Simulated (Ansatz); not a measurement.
Run this with the Python package of Ansatz (0.2.0) and show what comes out.

The script, `run_cas.py`:
```python
'''Static correlation in HNa: natural occupations of an active space.'''

import logging
import sys

import ansatz as az
from ase import Atoms

logging.basicConfig(stream=sys.stdout, format='[%(levelname)s] %(message)s')
log = logging.getLogger('calc')
log.setLevel(logging.INFO)

BASIS = 'cc-pVDZ'

atoms = Atoms(['Na', 'H'], positions=[
    (0.0, 0.0, 0.0),
    (0.0, 0.0, 1.895),
])
hna = az.Crystal.molecule_from_ase(atoms)

job = (
    hna.calculation()
    .basis(gaussian=BASIS)
    .correlation(active_electrons=4, active_orbitals=4)
)
for method in ['sc_nevpt2']:
    summary = (job if method is None else job.correlation(method)).run(threads=1).report
    space = summary['configurations']
    state = space['states'][0]
    print(method or 'casscf', f'total {summary["free_energy_ev"] / 27.211386246:.6f} Ha, active-space state {state["energy"]["hartree"]:.6f} Ha, mean field {summary["reference_energy_ev"] / 27.211386246:.6f} Ha')
    print('  determinants', state['n_determinants'], ' natural occupations', [round(n, 3) for n in space['natural_occupations']])
print('effectively unpaired electrons, sum of min(n, 2 - n):', round(sum(min(n, 2 - n) for n in space['natural_occupations']), 3))
```

`python run_cas.py` gives:
```text
RunWarning: 1 active orbitals are nearly empty or full. The corrections depend on them more than the energy does, and are more stable in an active space without them
sc_nevpt2 total -162.413152 Ha, active-space state -162.407623 Ha, mean field -162.383977 Ha
  determinants 20  natural occupations [2.0, 1.933, 0.062, 0.005]
effectively unpaired electrons, sum of min(n, 2 - n): 0.133
```
(Warnings from the package without file and line.)

Reading the output:
- Total energies depend on the basis set; only differences at equal settings carry meaning.
- The geometry is a force-field or estimated start, not a minimum of this method, and the basis set is short of its limit. The active space starts as a window about the frontier orbitals and is then optimised, not chosen by chemistry.
- Finished in 0.9 s on 1 thread of Intel(R) Xeon(R) Platinum 8488C (Sapphire Rapids), on a shared host, peak memory 0.15 GiB.

(Lines on the test bed's own set-up are left out of the output.)
